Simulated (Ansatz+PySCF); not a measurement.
Values are calculated unless marked as measured or tabulated.
## Several solutions for singlet LiF

```json
{"atom": "Li", "x (Å)": "0.0000", "y (Å)": "0.0000", "z (Å)": "-2.5852"}
{"atom": "F", "x (Å)": "0.0000", "y (Å)": "0.0000", "z (Å)": "0.8617"}
```

Basis set: STO-3G (spherical functions). Charge 0, multiplicity 1.

PBE0 (unrestricted) was run from several starts with Ansatz (development build ahead of 0.2.0) and PySCF 2.14.0.

```json
{"run": "A", "program": "PySCF", "start": "program defaults", "converged": "yes", "energy (hartree)": "-105.50297", "<S²>": "0.00"}
{"run": "B", "program": "Ansatz", "start": "search for the lowest state", "converged": "yes", "energy (hartree)": "-105.55687", "<S²>": "0.99"}
{"run": "C", "program": "Ansatz", "start": "atomic start, no search", "converged": "yes", "energy (hartree)": "-105.50295", "<S²>": "0.00"}
{"run": "D", "program": "Ansatz", "start": "stability test followed", "converged": "yes", "energy (hartree)": "-105.55687", "<S²>": "0.99"}
```

(1) Which runs reached the lowest solution of this kind, and what is wrong with the others?

Results:

(1) B, D reached the lowest solution found. Converged but too high: A by 1.47 eV, C by 1.47 eV. Convergence only shows a stationary point, and even a stable one can lie too high; stability tests and further starts are what find lower ones. Caution: charge can spread falsely over distant fragments. Caution: the unrestricted determinant is a mixture of spin states.
